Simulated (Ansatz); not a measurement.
`CC#CC=O`, charge 0, multiplicity 1.

(1) Give a relaxed structure at PBE0-D4/def2-TZVP (Ansatz). (Estimate.)

## Answers

(1) The calculation gave: 
Cartesian coordinates in Å:
```
C 1.5690 -0.5869 -0.6994
C 0.3168 -0.1184 -0.1507
C -0.7368 0.2665 0.2907
C -1.9649 0.7373 0.8703
O -3.0122 0.8106 0.2792
H 2.3912 0.0687 -0.4031
H 1.5300 -0.6261 -1.7901
H 1.7911 -1.5911 -0.3292
H -1.8843 1.0394 1.9324
```
This is one stationary point; other conformers may exist.
